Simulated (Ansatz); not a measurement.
**PBE against other levels and measurement: fluorite CdF₂**

Programs: Ansatz (an electronic-structure program).

Q: For which of these properties of fluorite CdF₂ does PBE miss the measurement, in which direction and by how much: lattice constant a, cohesive energy, band gap, high-frequency dielectric constant, static dielectric constant, direct gap at Γ?

A: PBE is well off the measurement for the lattice constant a (+1.73 %); band gap (-4.70 eV, at least halved by PBE0); direct gap at Γ (-4.89 eV, at least halved by PBE0).  In between, or not called against an uncorrected reference: cohesive energy (-0.17 eV/atom), high-frequency dielectric constant (+19.2 %), static dielectric constant (+21 %).

```json
[
 {"property": "equilibrium lattice constant a (Å)", "PBE": "5.481", "LDA": "5.297", "HSE06": "5.418", "PBE0": "5.413", "reference": "5.388*", "PBE less reference": "+1.73 %"},
 {"property": "bulk modulus B0 (GPa)", "PBE": "93.5", "LDA": "127", "HSE06": "104", "PBE0": "105", "reference": "–", "PBE less reference": "–"},
 {"property": "cohesive energy (eV/atom)", "PBE": "3.20", "LDA": "4.00", "HSE06": "3.13", "PBE0": "3.13", "reference": "3.37 ± 0.03", "PBE less reference": "-0.17 eV/atom"},
 {"property": "band gap (eV), at the measured cell, all with SOC", "PBE": "3.10 (indirect)", "LDA": "2.81", "HSE06": "5.20", "PBE0": "5.95", "reference": "7.8*", "PBE less reference": "-4.70 eV"},
 {"property": "high-frequency dielectric constant", "PBE": "2.86", "LDA": "2.93", "HSE06": "–", "PBE0": "–", "reference": "2.4*", "PBE less reference": "+19.2 %"},
 {"property": "static dielectric constant", "PBE": "9.79", "LDA": "7.93", "HSE06": "–", "PBE0": "–", "reference": "8.1*", "PBE less reference": "+21 %"},
 {"property": "elastic constant C11 (GPa)", "PBE": "164", "LDA": "205", "HSE06": "182", "PBE0": "183", "reference": "–", "PBE less reference": "–"},
 {"property": "elastic constant C44 (GPa)", "PBE": "15.9", "LDA": "25.4", "HSE06": "19.7", "PBE0": "20.4", "reference": "–", "PBE less reference": "–"},
 {"property": "polycrystal shear modulus (GPa)", "PBE": "26.4", "LDA": "35.7", "HSE06": "31.0", "PBE0": "31.6", "reference": "–", "PBE less reference": "–"},
 {"property": "Γ–Γ gap (eV), at the measured cell, all with SOC", "PBE": "3.51", "LDA": "3.20", "HSE06": "5.71", "PBE0": "6.46", "reference": "8.4*", "PBE less reference": "-4.89 eV"}
]
```

Where no measured value is used, PBE differs from HSE06 by -10.1 % in the bulk modulus; from HSE06 by -9.9 % in the elastic constant C11; from HSE06 by -19.3 % in the elastic constant C44; from HSE06 by -14.8 % in the Voigt–Reuss–Hill shear modulus.

A star marks values at room or unstated temperature without corrections; heat and zero-point motion as a rule enlarge cells and lower moduli and gaps.

Called good within 0.10 eV/atom for the cohesive energy (and 5 % of it).

Called well off beyond 0.50 eV/atom for the cohesive energy, 1.37 eV for the band gap, 25 % for the high-frequency dielectric constant, 25 % for the static dielectric constant, 1.47 eV for the direct gap at Γ (bounds picked here from the quality of each reference); against an uncorrected reference the lattice constant a is called beyond 0.5 % where a correction would as a rule widen the miss, else beyond 3 %.

Free atoms are spin-polarised, in the lowest state found; at levels without +SOC their spin–orbit coupling is left out.

Differences are worked out from the printed values.

The references are measured values: lattice constant a temperature unstated, unchecked, cohesive energy derived from tabulated measurements, band gap temperature unstated, high-frequency dielectric constant room temperature, static dielectric constant room temperature, direct gap at Γ temperature unstated.

Unless a row names a cell, each level is at its own relaxed cell.

Density-functional gaps are differences of (generalised) Kohn–Sham levels.

Ansatz's density-functional and Hartree–Fock values are scalar-relativistic unless marked +SOC, with PAW data made under PBE.

References as tabulated in Cappellini et al. (2013), arXiv:1302.2571; Rakita et al. (2019), arXiv:1907.03971; Crystal Structures 1, 239 (1963). Worked out here from the CRC Handbook's enthalpies at 298 K, with a Debye model for the thermal and zero-point parts: CdF2.
